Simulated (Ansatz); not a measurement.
Ge–CH2⁺, doublet in cc-pVDZ: errors against RCCSDTQ

Geometry: that of the Ge–CH2, triplet, kept fixed.

```xyz
4

Ge    0.0000    0.0000    0.3308
C     0.0000    0.0000   -1.6265
H     0.0000    0.9089   -2.2295
H     0.0000   -0.9089   -2.2295
```

Basis cc-pVDZ; Ansatz 0.2.0. Only valence electrons are correlated (noble-gas cores and the filled d shells of p-block atoms frozen), which leaves 9 electrons in 36 orbitals. R marks a restricted (for open shells ROHF) determinant, U an unrestricted one. Active spaces: valence = (9e, 10o) chosen from the atoms' valence shells. No spin–orbit coupling is included, and no scalar relativity.

Full CI isn't at hand for all of this; RCCSDTQ serves as the reference, and is uncertain by about the last step of the cluster series. The frozen core follows each run's orbitals, which can shift R against U totals by a few meV for light atoms and by up to 0.1 eV past Ca.

For open shells CISD is restricted-active-space CI with the open shells as a complete middle space.

The UHF ⟨S²⟩ is 0.759 and the T1 diagnostic (RCCSD) is 0.0181. The largest doubles amplitude (RCCSD) is 0.067.

| level | E − E(RCCSDTQ) (mEh) | share of correlation (%) | wall time |
| --- | --- | --- | --- |
| RHF | 209.04 | 0.00 | – |
| RMP2 | 39.03 | 81.33 | – |
| CISD | 20.56 | 90.16 | 2.2 s |
| RCCSD | 6.95 | 96.68 | – |
| RCCSD(T) | 1.34 | 99.36 | 7 s |
| BCCD(T) | 1.32 | 99.37 | 7.5 s |
| RCCSDT | 0.39 | 99.81 | – |
| RCCSDT(Q) | 0.02 | 99.99 | 21 s |
| CASSCF (valence space) | 110.82 | 46.99 | – |
| NEVPT2 (valence space) | 27.55 | 86.82 | 9.5 s |
| MRCISD (valence space) | 6.05 | 97.11 | – |
| MRCISD+Q (valence space) | 0.83 | 99.60 | 14 s (H100) |
| MRCISD+Q(relaxed) (valence space) | -0.59 | 100.28 | 15 s (H100) |

The correlation energy at RCCSDTQ, counted from RHF, is -5.688 eV. That run took 23 s on 2 threads of AMD EPYC 7R13 with a shared H100 80 GB, shared host.

Run but not shown, since their state or frozen core can't be matched to the reference's or they repeat it: UHF, UMP2, UCCSD, UCCSD(T), UCCSDT, UCCSDT(Q).

Times hold each run's SCF and search for its determinant on a shared host, so for small cases they say little of a method's own cost; rows without a card ran on 1 thread of AMD EPYC 7R13.

Natural occupations of CASSCF (valence space) about the gap: 1.980 1.976 1.972 1.927 0.989 0.051 0.034 0.029 0.021 0.020; effectively unpaired electrons, Σ n²(2−n)², 1.05.
